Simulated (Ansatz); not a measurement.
# H3N: the cost of one run

Method: the levels named in each step, in Ansatz 0.2.0.

### Step 1. The system as given

Bond lengths: N1–H2 1.028 Å, N1–H3 1.028 Å, N1–H4 1.028 Å. Angles: H2–N1–H3 120.0°, H2–N1–H4 120.0°, H3–N1–H4 120.0°.

Structure file:

```xyz
4

N     0.0000    0.0000    0.0000
H    -0.6302   -0.8123   -0.0077
H    -0.3890    0.9515    0.0205
H     1.0185   -0.1395   -0.0128
```

### Step 2. A rough first relaxation, PBE-D4/def2-SVP

This run stands in another session on the same molecule. It ended at:

```xyz
4

N    -0.0001    0.0000    0.0002
H    -0.6386   -0.8232   -0.0079
H    -0.3940    0.9642    0.0207
H     1.0320   -0.1412   -0.0130
```

### Step 3. Relaxation, HF/STO-3G

The input, input.yaml:

```yaml
crystal:
  periodic: [false, false, false]
  atoms:
    - { symbol: "N", position_ang: [-8.353e-05, -3.195e-05, 0.00023728] }
    - { symbol: H, position_ang: [-0.6385649, -0.8231977, -0.00787676] }
    - { symbol: H, position_ang: [-0.39397461, 0.9642039, 0.02070006] }
    - { symbol: H, position_ang: [1.03200305, -0.14121426, -0.01303058] }
magnetization:
  spin_polarized: true
  initial_magnetization: 1
total_charge: 1
basis:
  gaussian: { orbitals: STO-3G }
hamiltonian:
  xc: hf
relax:
  f_tol: 0.002
  max_steps: 150
```

Started as:

```
$ ansatz run input.yaml --threads 1 --pin off --max-ram 2560MiB --backend cpu --events-out ev --progress --plain --runs-dir out
```

What time and memory should one allow on 1 thread of Intel Xeon at 2.50GHz (Skylake/Cascade Lake), shared host?

About 1.1 s, with a peak of 0.082 GiB.
